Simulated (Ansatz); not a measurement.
**Silane (SiH4): one species, many methods**

How much do the methods differ for silane (SiH4)? The plan is to run it at one geometry with functionals of several rungs and with coupled cluster, and see how far each lands from CCSD(T) at the basis-set limit for the atomisation energy.

Computed with Ansatz 0.2.0, Gaussian basis. Level: functionals in def2-TZVPP, the program's frozen cores in correlated methods.

Plan: LDA (SPW92), PBE-D4, revPBE-D4, BLYP-D4, r2SCAN-D4, B97M-V, PBE0-D4, B3LYP-D4, r2SCANh-D4, r2SCAN0-D4, HSE06-D4, BHLYP-D4, CAM-B3LYP-D4, LC-ωPBE, ωB97X-V, ωB97M-V, B2PLYP, PBE-QIDH; CCSD(T)/def2-SVP; CCSD(T)/def2-TZVPP; CCSD(T)/def2-QZVPP; extrapolation to the limit; RPA on PBE.

## 1. Structure used throughout

All runs share one geometry, relaxed beforehand with PBE0-D4 in a triple-zeta def2 set.

SMILES `[SiH4]`, 5 atoms, charge 0, spin multiplicity 1.

Atoms are counted from 1 here; the program's logs count them from 0.

Bond lengths: Si1–H2 1.485 Å, Si1–H3 1.485 Å, Si1–H4 1.485 Å, Si1–H5 1.485 Å. Angles: H2–Si1–H3 109.5°, H2–Si1–H4 109.5°, H2–Si1–H5 109.5°, H3–Si1–H4 109.5°, H3–Si1–H5 109.5°, H4–Si1–H5 109.5°.

As a file:

| atom | x (Å) | y (Å) | z (Å) |
| --- | --- | --- | --- |
| Si1 | 0.0000 | 0.0000 | -0.0001 |
| H2 | 0.9676 | -0.6884 | 0.8909 |
| H3 | -1.3310 | 0.0449 | 0.6560 |
| H4 | -0.1051 | -0.7403 | -1.2826 |
| H5 | 0.4685 | 1.3838 | -0.2642 |

## 2. LDA

This LDA is Slater exchange with PW92 correlation.

in.yaml

```yaml
crystal:
  periodic: [false, false, false]
  atoms:
    - {symbol: Si, position_ang: [-0.000002, 0.000025, -0.000066]}
    - {symbol: H, position_ang: [0.967630, -0.688444, 0.890873]}
    - {symbol: H, position_ang: [-1.331043, 0.044935, 0.655998]}
    - {symbol: H, position_ang: [-0.105079, -0.740349, -1.282645]}
    - {symbol: H, position_ang: [0.468493, 1.383843, -0.264159]}
basis:
  gaussian: {orbitals: def2-TZVPP}
hamiltonian: {xc: lda}
output: {orbitals: {seedname: orbitals}}
```

The run is started by

```
$ ansatz run in.yaml --threads 2 --pin off --events-out ev --progress --plain --max-ram 32768MiB --backend cpu
```

Further steps of the session: PBE-D4 (GGA); revPBE-D4 (GGA); BLYP-D4 (GGA); r2SCAN-D4 (meta-GGA); B97M-V (meta-GGA); B3LYP-D4 (hybrid); r2SCANh-D4 (hybrid); r2SCAN0-D4 (hybrid); HSE06-D4 (hybrid); BHLYP-D4 (hybrid); CAM-B3LYP-D4 (range-separated); LC-ωPBE (range-separated); ωB97X-V (range-separated); ωB97M-V (range-separated); B2PLYP (double hybrid); PBE-QIDH (double hybrid); CCSD(T) in def2-SVP; CCSD(T) in def2-TZVPP; CCSD(T) in def2-QZVPP; RPA on PBE orbitals.

Q: Predict the results of all the runs planned. Wanted: atomisation energy, CCSD(T)/CBS; farthest beyond LDA; mean size of error, GGA; mean size of error, meta-GGA; mean size of error, hybrid; mean size of error, range-separated; mean size of error, double hybrid; gap, smallest and largest; T1 diagnostic.

**Answer**, as computed:

| quantity | value |
| --- | --- |
| atomisation energy, CCSD(T)/CBS | 1360.9 kJ/mol |
| functionals within 6.8 kJ/mol (0.5 %) | B97M-V, B3LYP-D4, BHLYP-D4, CAM-B3LYP-D4, ωB97M-V |
| farthest beyond LDA | revPBE-D4 (-50.4 kJ/mol) |
| mean size of error, GGA | 37.5 kJ/mol |
| mean size of error, meta-GGA | 6.9 kJ/mol |
| mean size of error, hybrid | 17.7 kJ/mol |
| mean size of error, range-separated | 11.7 kJ/mol |
| mean size of error, double hybrid | 24.0 kJ/mol |
| gap, smallest and largest | 8.57 eV (LDA (SPW92)), 15.91 eV (LC-ωPBE) |
| T1 diagnostic | 0.0109 |
| triples share of the correlation energy | 2.2 % |

**Reading.** LDA overbinds by 93.3 kJ/mol (7 %). PBE-D4 misses by -43.0 kJ/mol. Double hybrids carry the basis error of their MP2 part in triple zeta, and no dispersion term here, so their miss is partly the set-up's. By mean error the best rung here is meta-GGA (6.9 kJ/mol) and the worst beyond LDA is GGA (37.5 kJ/mol). Misses under about 6.8 kJ/mol are within the doubt on the reference itself, which lacks core-valence correlation, relativity and higher excitations. Hartree-Fock recovers 79 % of the binding; the rest is correlation. CCSD(T) in def2-SVP is off by -76.5 kJ/mol, so the small basis spoils what the method gains. Orbital gaps span 8.6 to 15.9 eV; exact exchange widens them.
